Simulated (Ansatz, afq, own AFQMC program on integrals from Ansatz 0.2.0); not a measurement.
## Where AFQMC and coupled cluster stand for InH3⁺, doublet

```yaml
atoms:
  - { symbol: In, position_ang: [0.0000, -0.0168, 0.0005] }
  - { symbol: H, position_ang: [0.0000, 2.0834, -0.0611] }
  - { symbol: H, position_ang: [0.0000, -0.1289, -1.4853] }
  - { symbol: H, position_ang: [0.0000, -0.0432, 1.4901] }
```

Basis def2-SVP with its core potentials. Noble-gas cores (and the filled d shells of Ga–Kr and In–Xe) are frozen. AFQMC by an in-house program on the Cholesky factors that Ansatz 0.2.0 writes for its CCSD(T) run. ph-AFQMC/CISD is guided by a CISD state made of CCSD amplitudes; releasing the constraint for a short imaginary time cuts its bias at the price of noise, slowly where states lie close. Uncertainties: one standard error, sampling alone. No spin–orbit coupling.

Determinant: UHF, the one that the program's search chose, which needn't be the lowest solution. The geometry is a point of a scan.

Full CI on the same integrals is exact in this basis and with this determinant's frozen core.

Cautions: no spin-orbit coupling; inner d shell frozen.

The T1 diagnostic is 0.0125, the weight of the determinant in the CISD state is 0.958 and the ⟨S²⟩ of the determinant is 0.754. The size of the correlated space is 5 electrons in 32 orbitals.

| level | correlation energy (eV) |
| --- | --- |
| MP2 | -1.2780 |
| CCSD | -1.6922 |
| CCSD(T) | -1.7091 |

(1) Estimate where phaseless AFQMC with a CISD trial lies against CCSD(T) on the same integrals.

(1) 0.18 ± 0.03 kcal/mol below CCSD(T).

Reference: full CI, correlation energy -1.717 eV. The released energy is read at 2.40 1/Eh (meV from the phaseless value at times in 1/Eh: 1.7 ± 0.4 at 0.24, 1.5 ± 0.4 at 0.51, 1.3 ± 0.3 at 0.99, 0.5 ± 0.3 at 1.62, 0.04 ± 0.20 at 2.40).

```json
{"level": "CCSD(T)", "E − E(reference) (kcal/mol)": "0.17", "share of correlation (%)": "99.57"}
{"level": "CCSDT", "E − E(reference) (kcal/mol)": "0.01", "share of correlation (%)": "99.97"}
{"level": "CCSDT(Q)", "E − E(reference) (kcal/mol)": "0.00", "share of correlation (%)": "99.99"}
{"level": "CCSDTQ", "E − E(reference) (kcal/mol)": "0.00", "share of correlation (%)": "100.00"}
{"level": "ph-AFQMC/CISD", "E − E(reference) (kcal/mol)": "0.00 ± 0.03", "share of correlation (%)": "100.01"}
{"level": "released AFQMC", "E − E(reference) (kcal/mol)": "0.00 ± 0.005", "share of correlation (%)": "100.01"}
```

CCSDT and higher add their correlation energy to the determinant of the CCSD(T) run, since their own runs factorise the integrals more tightly (a shift of under 2 meV). A walk keeps the symmetry of its determinant, which the program's search chose and which needn't be the lowest solution, so a lower state of the same spin and another symmetry isn't excluded. Released energies are given only where the last usable release times agree within the noise; a slower fall can still hide under it.
